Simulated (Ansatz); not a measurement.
`CC(C)C(C)Cl`, relaxed with RKS PBE-D4/def2-SVP in Ansatz from a rough embedded geometry. The force threshold is 0.03 eV/Å; the program also tests the step.

Charge 0, multiplicity 1.

Start:

```xyz
17

C    -0.862    1.682   -0.359
C    -0.361    0.396    0.298
C    -1.390   -0.717    0.095
C     1.000   -0.011   -0.274
C     1.556   -1.305    0.295
Cl    2.192    1.290    0.075
H    -0.149    2.490   -0.223
H    -1.012    1.527   -1.426
H    -1.809    1.983    0.082
H    -0.241    0.574    1.372
H    -1.144   -1.600    0.677
H    -2.371   -0.369    0.410
H    -1.448   -0.994   -0.955
H     0.945   -0.067   -1.365
H     0.957   -2.150   -0.035
H     1.560   -1.273    1.382
H     2.577   -1.456   -0.050
```

Question: How much energy does the relaxation release, and in how many steps? (Estimate.)

Answer: The calculation gave: 10.38 kJ/mol, in 4 steps.

Question: Which bonds change most? (Best estimate.)

Answer: The calculation gave: C4–Cl6 from 1.799 to 1.834 Å; C3–H13 from 1.088 to 1.111 Å; C1–H8 from 1.088 to 1.111 Å; C5–H15 from 1.087 to 1.109 Å.

Question: Give the relaxed structure. (Best estimate.)

Answer: Computed: 
```xyz
17

C    -0.871    1.701   -0.359
C    -0.370    0.402    0.283
C    -1.398   -0.725    0.089
C     1.011   -0.014   -0.261
C     1.570   -1.312    0.305
Cl    2.231    1.313    0.075
H    -0.144    2.523   -0.223
H    -1.033    1.564   -1.450
H    -1.838    2.012    0.085
H    -0.240    0.575    1.376
H    -1.142   -1.640    0.659
H    -2.398   -0.391    0.429
H    -1.490   -1.003   -0.983
H     0.964   -0.069   -1.370
H     0.942   -2.174    0.003
H     1.608   -1.275    1.412
H     2.596   -1.489   -0.070
```
